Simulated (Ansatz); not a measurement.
AlH$_{7}$Si$_{2}$, SMILES `[AlH2][SiH2][SiH3]`, relaxed with RKS PBE0-D4/def2-TZVP in Ansatz 0.2.0 from a PBE-D4/def2-SVP geometry. The force threshold is 0.005 eV/Å; the program also tests the step.

Total charge 0; spin multiplicity 1.

Start:

```xyz
10

Al    1.018   -1.492   -1.318
Si   -0.802   -0.588    0.055
Si   -0.177    1.506    0.946
H     1.339   -0.815   -2.736
H     1.926   -2.707   -0.800
H    -1.185   -1.486    1.208
H    -2.046   -0.346   -0.770
H    -1.263    2.091    1.810
H     1.071    1.368    1.780
H     0.118    2.468   -0.175
```

```tsv
step	energy (eV)	largest force (eV/Å)	largest move (Å)
1	-22456.3259	0.309	0.000
2	-22456.3442	0.084	0.020
3	-22456.3451	0.009	0.007
4	-22456.3456	0.006	0.044
5 (rejected)	-22456.3439	0.157	0.198
6 (rejected)	-22456.3360	0.204	0.051
7	-22456.3459	0.003	0.025
8	-22456.3464	0.035	0.097
9	-22456.3465	0.048	0.027
10	-22456.3468	0.042	0.052
11	-22456.3469	0.037	0.048
12	-22456.3470	0.029	0.048
13	-22456.3471	0.014	0.009
14	-22456.3471	0.003	0.003
```

End:

```xyz
10

Al    1.006   -1.468   -1.328
Si   -0.825   -0.557    0.015
Si   -0.164    1.477    0.972
H     1.155   -1.065   -2.857
H     2.091   -2.417   -0.662
H    -1.216   -1.470    1.129
H    -2.045   -0.290   -0.803
H    -1.238    2.076    1.809
H     1.039    1.268    1.825
H     0.197    2.447   -0.099
```

Run time 31 s (2 threads of an Intel Xeon Platinum 8488C on a shared host); peak host memory 0.36 GiB.
